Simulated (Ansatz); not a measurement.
Rock-salt MgS, relaxed in Ansatz (plane waves) with several semilocal functionals. Each gives its own volume and its own zone-centre TO phonon frequency:

```tsv
level	V0 (Å³/atom)	TO(Γ) frequency (cm⁻¹)	ln V0	ln ω_TO
LDA	16.867	251.9	2.8254	5.5290
PBEsol	17.393	242.7	2.8561	5.4918
PBE	17.879	223.8	2.8836	5.4108
```

Problem. Fit a straight line to ln ω_TO against ln V0. What does it predict for r²SCAN, whose volume is 17.606 Å³/atom?

Solution. With x = ln V0 and y = ln ω_TO: means 2.85503 and 5.47720; Σ(Δx Δy) = -0.003416, Σ(Δx²) = 0.001695, so the slope is -2.02. At x = 2.8682 the line gives y = 5.47720 + (-2.02) × (2.8682 − 2.85503) = 5.4506, or 232.9 cm⁻¹. The run with r²SCAN gives 236.8 cm⁻¹, +1.7 % from the line. The rows used scatter about it by up to 1.7 %, while the largest value lies 13 % above the smallest.

Measured: 240 cm⁻¹ (measured, temperature not stated, no zero-point or thermal correction; as tabulated in Chmeruk and Núñez-Valdez (2023), arXiv:2212.11645).

Ansatz's density-functional and Hartree–Fock values are scalar-relativistic unless marked +SOC, with PAW data made under PBE.

Ansatz is a first-principles code.
